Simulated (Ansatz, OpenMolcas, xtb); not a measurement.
Ligand exchange: CH3Na + C2H7N → NaNH2 + C3H8

Species: CH3Na `[CH3][Na]`, singlet; C2H7N (ethanamine) `CCN`, singlet; NaNH2 `[NH2][Na]`, singlet; C3H8 (propane) `CCC`, singlet. The partners trade CH3 for NH2: Na–CH3 and C–NH2 bonds give way to Na–NH2 and C–CH3.

Shapes, held fixed at every level: PBE0-D4/def2-TZVP. Flexible molecules stand in one conformer, not always the lowest. Programs: Ansatz 0.2.0, OpenMolcas 26.06, xtb 6.7.1. The zero-point and thermal change to 298 K, harmonic and unscaled (PBE0-D4/def2-TZVP), is +0.6 kJ/mol.

Estimate ΔH(298 K) of this reaction.

The highest level, CCSD(T)/def2-TZVPP, gives ΔH(298 K) = -83.1 kJ/mol; the levels span -89.5 to -67.1. The column of differences is taken from that level and isn't an error. No measured value is set beside it here. Correlated rows may include outer-core shells of Na, which these sets cover unevenly.

| level | kind | ΔH(298 K) (kJ/mol) | less CCSD(T)/def2-TZVPP |
| --- | --- | --- | --- |
| GFN2-xTB | semi-empirical | -67.1 | +16.0 |
| PBE-D4/def2-TZVPP | GGA | -71.0 | +12.1 |
| B3LYP/6-31G* (spherical functions) | global hybrid | -70.2 | +12.9 |
| MP2/def2-SVP | perturbation theory | -85.8 | -2.7 |
| MP2/def2-TZVPP | perturbation theory | -89.5 | -6.4 |
| CCSD(T)/def2-SVP | coupled cluster or CI | -79.9 | +3.2 |
| CCSD/def2-TZVPP | coupled cluster or CI | -84.9 | -1.8 |
| CCSD(T)/def2-TZVPP | coupled cluster or CI | -83.1 | 0.0 |
